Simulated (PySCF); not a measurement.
Results of LNO-CCSD(T) in PySCF (GTH pseudopotentials, Gaussian basis) for rock-salt LiF.

The same calculation (at the measured cell, 8.158 Å³/atom) with different numerical settings; throughout: k mesh 2×2×2:

| run | basis | LNO threshold | total energy (eV/atom) | rough time |
|---|---|---|---|---|
| 1 | DZ | 3e-05 | -431.3651 | 100 core-s |
| 2 | DZ | 1e-05 | -431.3733 | 3 core-min |
| 3 | DZ | 3e-06 | -431.3797 | 10 core-min |
| 4 | TZ | 3e-05 | -432.5299 | 8 core-min |
| 5 | TZ | 1e-05 | -432.5354 | 20 core-min |
| 6 | TZ | 3e-06 | -432.5383 | 2 core-h |

In the column total energy (eV/atom) the first row differs from the last by +1.1732 and the next to last by +0.0029.

The last row is no converged limit: other settings stay fixed.
